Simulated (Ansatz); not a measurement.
Molecule: formaldehyde, CH2O (charge 0, singlet). 
Structure (B3LYP-D3(BJ)/def2-TZVP (Ansatz, a quantum-chemistry and plane-wave program) minimum search):
SMILES: O=C
```xyz
4

O     -0.0009    -0.0102     0.6728
C      0.0007     0.0079    -0.5259
H     -0.0027     0.9554    -1.0993
H      0.0057    -0.9218    -1.1276
```

Parts of the frozen-core correlation energy in cc-pVDZ (Ansatz, hartree). Frozen orbitals: 2; correlated occupied orbitals by spin: 6 and 6; virtual: 30 and 30. Spin-orbit coupling is left out. Non-relativistic.

```json
[
 {"term": "reference (HF)", "value": "-113.87664"},
 {"term": "MP2 opposite-spin", "value": "-0.23744"},
 {"term": "MP2 same-spin", "value": "-0.07854"},
 {"term": "CCSD correlation", "value": "-0.33189"},
 {"term": "(T)", "value": "-0.00981"},
 {"term": "CCSDT minus CCSD(T)", "value": "-0.00047"},
 {"term": "CCSDT(Q) minus CCSD(T)", "value": "-0.00149"},
 {"term": "T1 diagnostic", "value": "0.016"},
 {"term": "largest doubles amplitude", "value": "0.124"}
]
```
